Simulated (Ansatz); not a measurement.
# CH6AlN: single points off equilibrium

The task here is to estimate one member of a computed series from the others.

Computed with Ansatz 0.2.0, Gaussian basis. Level: single points in def2-TZVPP.

Cores are frozen in the correlated methods.

### Starting geometry

9 atoms, charge 0, spin multiplicity 1.

Atoms are counted from 1 here; the program's logs count them from 0.

Bond lengths: Al1–N3 1.931 Å, Al1–H6 1.398 Å, N3–C4 1.261 Å, N3–H5 1.246 Å, C4–H7 1.132 Å, C4–H8 1.016 Å, C4–H9 1.193 Å. Angles: N3–Al1–H6 162.6°, Al1–N3–C4 154.1°, Al1–N3–H5 76.1°, C4–N3–H5 129.8°, N3–C4–H7 115.6°, N3–C4–H8 106.7°, N3–C4–H9 111.5°, H7–C4–H8 112.0°, H7–C4–H9 98.3°, H8–C4–H9 112.7°.

Geometry (Å):

```xyz
9
charge 0, multiplicity 1
Al   -1.2478   -1.0119    0.7635
H    -1.5946   -0.7271   -1.4125
N     0.1210    0.0999   -0.0235
C     1.1407    0.8412    0.0139
H    -0.5821   -0.2413   -0.9944
H    -1.9018   -1.9808    1.5308
H     0.9466    1.9475   -0.1241
H     1.7911    0.4792   -0.6770
H     1.6108    0.8849    1.1098
```

Set-up of the first run:

The input, run/in.yaml:

```yaml
crystal:
  periodic: [false, false, false]
  atoms:
    - {symbol: Al, position_ang: [-1.247800, -1.011900, 0.763500]}
    - {symbol: H, position_ang: [-1.594600, -0.727100, -1.412500]}
    - {symbol: N, position_ang: [0.121000, 0.099900, -0.023500]}
    - {symbol: C, position_ang: [1.140700, 0.841200, 0.013900]}
    - {symbol: H, position_ang: [-0.582100, -0.241300, -0.994400]}
    - {symbol: H, position_ang: [-1.901800, -1.980800, 1.530800]}
    - {symbol: H, position_ang: [0.946600, 1.947500, -0.124100]}
    - {symbol: H, position_ang: [1.791100, 0.479200, -0.677000]}
    - {symbol: H, position_ang: [1.610800, 0.884900, 1.109800]}
basis:
  gaussian: {orbitals: def2-TZVPP}
correlation: {method: ccsd_t}
output: {forces: true}
```

The command line of these runs was not kept.

Steps of the session up to this table: CCSD(T)/def2-TZVPP; PBE0-D4/def2-TZVPP; wB97M-V/def2-TZVPP; r2SCAN-D4/def2-TZVPP; PBE-D4/def2-TZVPP; BLYP-D4/def2-TZVPP; r2SCANh-D4/def2-TZVPP.

One of the session's tables, all rows but one given; the rest of the session is left out.

| method | RMS force component (eV/Å) | angle to CCSD(T) forces (°) | dipole (D) |
| --- | --- | --- | --- |
| CCSD(T) | 3.832 | reference | 2.70 |
| PBE0-D4 | 3.658 | 3.1 | 2.77 |
| wB97M-V | ? | ? | ? |
| r2SCAN-D4 | 3.574 | 3.4 | 2.62 |
| PBE-D4 | 3.487 | 4.0 | 2.46 |
| BLYP-D4 | 3.476 | 3.3 | 2.50 |
| r2SCANh-D4 | 3.627 | 3.2 | 2.73 |

Q: Estimate the row for wB97M-V from the others.

The run gave: RMS force component (eV/Å): 3.804; angle to CCSD(T) forces (°): 1.7; dipole (D): 3.02. In the column «RMS force component (eV/Å)» it lies between PBE0-D4 (3.658) and CCSD(T) (3.832).
